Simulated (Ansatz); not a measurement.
SiO₂H₄⁻, that is Si(OH)2H2 with one electron more. Charge -1, multiplicity 2. Geometry PBE-D4/def2-TZVP, that of the neutral singlet; atoms count from 1.

Cartesian coordinates in Å:
```
Si -0.244 0.013 -0.357
O -0.904 0.331 1.133
H -0.848 -0.376 1.793
O 1.293 0.602 -0.557
H 2.009 0.143 -0.094
H -1.054 0.758 -1.352
H -0.252 -1.472 -0.566
```

The highest occupied level of the charge -1 doublet lies above zero (up to 1.90 eV). By energy differences it is unbound by 0.71 eV (vertical, to the charge 0 singlet, at PBE0-D4/def2-TZVPD) and held by the finite basis.

Question: Estimate the Mulliken populations from the PBE0/def2-TZVPD orbitals of Ansatz.

Answer: 
| atom | charge (e) | spin (α − β) |
| --- | --- | --- |
| Si1 | -1.52 | 1.88 |
| O2 | 0.04 | -0.50 |
| H3 | 0.27 | 0.06 |
| O4 | 0.00 | -0.45 |
| H5 | 0.24 | 0.08 |
| H6 | -0.01 | -0.07 |
| H7 | -0.02 | 0.00 |
Mulliken values and Mayer orders depend strongly on the basis. With diffuse functions, as here, like atoms can get unlike values, and bond orders can come out too low or too high.

Question: Where does the spin sit?

Answer: Summed by element: Si 1.88, O -0.96, H 0.07, of 1 unpaired in all. Largest on single atoms: Si1 1.88, O2 -0.50, O4 -0.45.
